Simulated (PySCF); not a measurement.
# How good is the calculation?

Geometry (Å), atoms numbered from 1 in this order:
```xyz
18

C     2.7254    0.3176    0.4267
C     1.3788    0.7222   -0.1465
C     0.2695   -0.2596    0.1943
C    -1.0820    0.1377   -0.3741
C    -2.1774   -0.8526   -0.0342
O    -3.4260   -0.5209   -0.6052
H     3.0354   -0.6610    0.0495
H     2.6852    0.2514    1.5175
H     3.5057    1.0361    0.1662
H     1.1042    1.7170    0.2229
H     1.4537    0.8147   -1.2359
H     0.1957   -0.3557    1.2848
H     0.5423   -1.2549   -0.1781
H    -1.0209    0.2331   -1.4635
H    -1.3613    1.1281    0.0104
H    -1.9249   -1.8398   -0.4308
H    -2.2607   -0.9567    1.0578
H    -3.6728    0.3544   -0.2960
```

Measured values that the calculation should reproduce: δ $^{17}$O O6 4.7 ppm (measured; liquid, neat, 295 K; 17O NMR survey of organic solvents and oxofluorinated compounds, PMC5915748).
δ $^{17}$O O6 -7.0 ppm (measured; liquid, neat; K. Matsuzaki, S. Hayashi, W. Nakanishi, RSC Adv. 2024, ESI (observed values from its refs S1-S5)).

- PBE0-D3(BJ)/def2-TZVP structure
- shieldings: GIAO B97-2/pcSseg-2
- program: PySCF 2.14.0 with density-fitted response routines
- non-relativistic, no solvent model, a single conformation, fast rotation and ring inversion assumed for equivalent nuclei

Question: Set the calculated values beside the experiment.

Answer: 
Reference values: measured (liquid, neat, 295 K; 17O NMR survey of organic solvents and oxofluorinated compounds, PMC5915748).
```csv
atoms,quantity,reference,computed,"computed, scaled"
O6,δ $^{17}$O vs D2O (external),4.7,–,6.4
```

Reference values: measured (liquid, neat; K. Matsuzaki, S. Hayashi, W. Nakanishi, RSC Adv. 2024, ESI (observed values from its refs S1-S5)).
```tsv
atoms	quantity	reference	computed	computed, scaled
O6	δ $^{17}$O vs H2O	-7.0	–	6.4
```

Computed shifts are σ(ref) − σ with the named reference compound (TMS for H and C) calculated as an isolated molecule at the same level. The measured values may be among those fitted. Shieldings were converted by a linear fit to measured shifts: $^{17}$O (scatter 12.8 ppm rms vs liquid water, solution or neat liquid). Occasional misses reach two or three times the rms, and more in compound classes unlike the fitted ones.
